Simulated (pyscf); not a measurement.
Four-centre exchange: H₃C–AlH–CH₃ + H₂S → H₃C–Al(CH₃)–SH + H₂

Gas phase, singlet surface, charge 0. Bonds broken: Al2–H7, S11–H12. Bonds formed: Al2–S11, H7–H12. Single points on ωB97X-D3(BJ)/def2-SVP structures (PySCF, gas phase).

Transition state (Å):

```xyz
13

C     -2.3943     0.8254     0.7919
Al    -0.5281     0.2648     0.6694
C      0.3382    -0.8232    -0.7044
H     -3.0732    -0.0369     0.9074
H     -2.5677     1.4961     1.6499
H     -2.7048     1.3664    -0.1187
H      0.1015    -0.0767     2.2291
H      0.2594    -0.3429    -1.6954
H      1.4097    -0.9843    -0.4985
H     -0.1297    -1.8192    -0.7896
S      0.8334     2.2368     1.1039
H      0.5795     0.9772     2.0204
H      1.9686     1.7043     0.6088
```

One imaginary mode, 1050i cm⁻¹; descent along it reached the two sides named, in the forms told below.

| bond | change | reactant side (Å) | saddle | product side |
|---|---|---|---|---|
| Al2–H7 | breaks | 1.605 | 1.716 | 2.462 |
| S11–H12 | breaks | 1.348 | 1.578 | 3.1 |
| Al2–S11 | forms | 2.581 | 2.435 | 2.199 |
| H7–H12 | forms | 3.2 | 1.176 | 0.763 |

Electronic energies relative to the separated reactants (kJ/mol):

```json
[
 {"level": "ωB97X-D3(BJ)/def2-TZVP", "barrier": "-11.4", "reaction energy": "-117.8", "reverse barrier": "106.3"},
 {"level": "PBE/def2-TZVP", "barrier": "-24.3", "reaction energy": "-107.3", "reverse barrier": "83.0"},
 {"level": "r²SCAN/def2-TZVP", "barrier": "-26.0", "reaction energy": "-114.8", "reverse barrier": "88.8"},
 {"level": "B3LYP-D3(BJ)/def2-TZVP", "barrier": "-7.0", "reaction energy": "-107.9", "reverse barrier": "100.9"},
 {"level": "PBE0-D3(BJ)/def2-TZVP", "barrier": "-22.3", "reaction energy": "-110.3", "reverse barrier": "88.1"},
 {"level": "M06-2X/def2-TZVP", "barrier": "-4.7", "reaction energy": "-118.1", "reverse barrier": "113.4"},
 {"level": "ωB97M-D3(BJ)/def2-TZVP", "barrier": "2.3", "reaction energy": "-104.6", "reverse barrier": "106.9"},
 {"level": "HF/def2-TZVP", "barrier": "71.4", "reaction energy": "-87.9", "reverse barrier": "159.4"}
]
```

With ωB97M-D3(BJ)/def2-TZVP energies and thermal terms (ideal gas, 1 atm, RRHO with modes under 100 cm⁻¹ raised to 100, one conformer, R ln 2 for rigid chiral ones), in kJ/mol:

```csv
T (K),ΔH‡,ΔG‡,ΔH,ΔG
298,2.0,48.5,-106.2,-96.7
600,2.5,95.6,-101.6,-89.0
900,5.0,141.7,-98.3,-83.4
1200,8.0,186.8,-96.2,-78.8
```

On the reactant side the descent ends in an adduct with a Al–S contact, 63.1 kJ/mol under the separated species and 51.7 kJ/mol under the saddle at ωB97X-D3(BJ)/def2-TZVP. At ωB97X-D3(BJ), PBE, r²SCAN, B3LYP-D3(BJ), PBE0-D3(BJ), M06-2X the saddle lies under the separated reactants, which points to a path from their complex (located at ωB97X-D3(BJ) alone). What is counted as formed (Al–S) is already present as a longer contact in the reactant adduct; forming that adduct is a step of its own. One saddle was located; it need not be the lowest between these sides.
